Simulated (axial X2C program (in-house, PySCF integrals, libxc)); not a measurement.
# A two-component session on AlH: properties at the nuclei

Wanted for AlH: properties at the nuclei, at the two-component level.

Computed with an in-house X2C program for linear molecules on PySCF integrals. Level: two-component X2C with atomic mean-field terms, Al dyall-av3z, H dyall-av3z.

All values are calculated.

## (1) Set-up

task.json

```json
{"zs": [13, 1], "q": 0, "bas": ["dyall-av3z", "dyall-av3z"], "r0": 1.58, "levels": ["PBE0", "HF", "B3LYP"], "nst": 1, "ff": 1, "thr": -3.5, "nmax": 130, "opt": {"ecut": 60}}
```

Keys: zs atomic numbers; q charge; bas basis sets; r0 starting distance in Å; levels methods (HF also brings MP2); nst determinants followed; ff finite-field run; thr threshold in hartree for freezing inner shells (an s shell follows its p shell); nmax most natural virtual spinors; ecut virtual cutoff in hartree.

The run is started by

```bash
python soeom.py task.json out
```

After this run come: Expectation values, lowest determinant; Finite-field coupled cluster.

What does the calculation give? Wanted: lowest determinant; qzz Al; qzz H; μ (for each run or level that gives them).

As calculated:

| quantity | value |
| --- | --- |
| lowest determinant | Ω = 0 (closed shell) |
| qzz Al (a.u.), PBE0 | -1.51 |
| qzz H (a.u.), PBE0 | 0.08 |
| μ (D), PBE0 | -0.13 |
| qzz Al (a.u.), CCSD(T) | -1.39 |
| qzz H (a.u.), CCSD(T) | 0.08 |
| μ (D), CCSD(T) | -0.21 |

The expectation values come from single determinants, which for open shells can mix terms of unlike spin or miss the lowest Ω, so a determinant need not be a state. qzz is the electric field gradient, eQq0 = 234.96 MHz × Q/barn × qzz; μ is positive if H is the positive end. The operators were transformed with the bare-nucleus X2C matrices. Correlation of the inner shells is missing, which matters for properties at the nucleus.
